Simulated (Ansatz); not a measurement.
# AlSi (quartet): the correlation ladder, cc-pVTZ

One table from this session's results is given with a row withheld; the runs are named, their logs left out.

Method: cc-pVTZ, core rule «outside noble gas», up to 10 orbitals frozen; program: Ansatz 0.2.0, Gaussian basis.

The runs, in order: UHF; CCSD(T) on ROHF; CCSD(T) on UHF; BCCD(T) on ROHF; CISD as a restricted active space (open shells left free, so some higher excitations enter); CCSDT(Q) on ROHF; CCSDT(Q) on UHF; CASSCF and MRCISD+Q, 7 electrons in 8 orbitals; CASSCF and NEVPT2, 7 electrons in 8 orbitals.

15 further runs of the same task are left out: 2 for a known fault of the program, 5 that didn't finish, 8 set aside as unsound or not needed. Runs told in other sessions of the task aren't counted.

### The system

The geometry is a PBE0/def2-TZVP stationary point (not a proven minimum) of the parent state, kept for this charge and spin.

2 atoms, charge 0, spin multiplicity 4.

Atoms are counted from 1 here; the program's logs count them from 0.

Bond lengths: Si1–Al2 2.398 Å.

The first run:

in.yaml

```yaml
crystal:
  periodic: [false, false, false]
  atoms:
    - {symbol: Si, position_ang: [0.000000, 0.000000, 0.000000]}
    - {symbol: Al, position_ang: [0.000000, 0.000000, 2.397686]}
basis:
  gaussian: {orbitals: cc-pVTZ}
magnetization: {spin_polarized: true, initial_magnetization: 3}
hamiltonian: {xc: hf}
output: {orbitals: {seedname: orbitals}}
```

The run is started by

```console
$ ansatz run in.yaml --threads 1 --pin off --events-out ev --progress --plain --max-ram 2393MiB
```

Among the steps run: UHF; CCSD(T) on ROHF; CCSD(T) on UHF; BCCD(T) on ROHF; CISD as a restricted active space (open shells left free, so some higher excitations enter); CCSDT(Q) on ROHF; CCSDT(Q) on UHF; CASSCF and MRCISD+Q, 7 electrons in 8 orbitals; CASSCF and NEVPT2, 7 electrons in 8 orbitals.

One of the session's tables, all rows but one given; the rest of the session is left out.

It belongs to the step «Misses and costs». 

```
          method  from UCCSDT(Q) (kcal/mol)
            ROHF                    +102.22
             UHF                    +100.41
            RMP2                     +23.66
            UMP2                     +23.97
            CISD                     +11.21
           RCCSD                          ?
           UCCSD                      +7.21
        RCCSD(T)                      +1.59
        UCCSD(T)                      +1.56
         BCCD(T)                      +1.56
          RCCSDT                      +0.46
          UCCSDT                      +0.42
       RCCSDT(Q)                      +0.05
       UCCSDT(Q)                          0
  CASSCF valence                     +70.83
  NEVPT2 valence                     +16.59
  MRCISD valence                      +5.84
MRCISD+Q valence                      +0.26
```

Q: Estimate the row for RCCSD from the others.

The run gave: from UCCSDT(Q) (kcal/mol): +7.32. In the column «from UCCSDT(Q) (kcal/mol)» it lies between UCCSD (+7.21) and CISD (+11.21).

To keep in mind: Restricted and unrestricted rows rest on different reference determinants; a gap between their highest levels can come from leftover correlation error, from unlike frozen cores or from another state.
